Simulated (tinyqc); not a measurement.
Worked calculation: UHF in the sto-3g basis, for H2O, spin multiplicity 3. This run ends on a higher stationary point, not on the lowest solution. Computed by tinyqc, a small Python program that keeps every step (integrals from PySCF). Settings: charge = 0, multiplicity = 3, basis = sto-3g, energy threshold = 1e-08, iteration cap = 71, orthogonalisation = symmetric, start = Wolfsberg-Helmholz matrix, DIIS depth = 6, method = UHF. Command: `OMP_NUM_THREADS=1 python tinyqc.py 25605 25606 out.jsonl` (the two numbers bound the seeds that draw the settings). One thread of a shared host (Intel(R) Xeon(R) Processor @ 2.60GHz), about 0.2 s of CPU time with the checks.

Geometry (angstrom):
```
atom         x          y         z
O     0.000000   0.000000  0.000000
H     0.000000   0.765000  0.616000
H     0.000000  -0.765000  0.616000
```

Stop when the energy changes by less than 1e-08 hartree and every element of the error matrix X^T (F D S - S D F) X (for each spin) is below 3e-05.

Course of the cycle:
```
iteration   E (hartree)     change  largest element of the error matrix
1          -74.31101127          -                             1.86e-01
2          -74.48449045  -1.73e-01                             6.13e-02
3          -74.50522639  -2.07e-02                             1.47e-02
4          -74.50602531  -7.99e-04                             2.47e-03
5          -74.50605650  -3.12e-05                             1.09e-03
6          -74.50606446  -7.96e-06                             2.65e-04
7          -74.50606480  -3.38e-07                             7.25e-05
8          -74.50606482  -2.46e-08                             8.44e-06
9          -74.50606482  -5.23e-10                             7.23e-07
```

Can the last value be used, and what does the course show?

No, though the log alone does not show it. Converged in 9 iterations. But the solution lies 0.09888 hartree above the reference: it is another stationary point, not the lowest one. Reruns (cap 100 unless said): DIIS 8: converged in 9 to a higher stationary point; damping 0.5: converged in 30 to a higher stationary point; level shift 0.5: converged in 22 to a higher stationary point; atomic densities as start, DIIS 8: converged in 8. PySCF UHF in the same basis, after a stability check = -74.60494407 hartree.
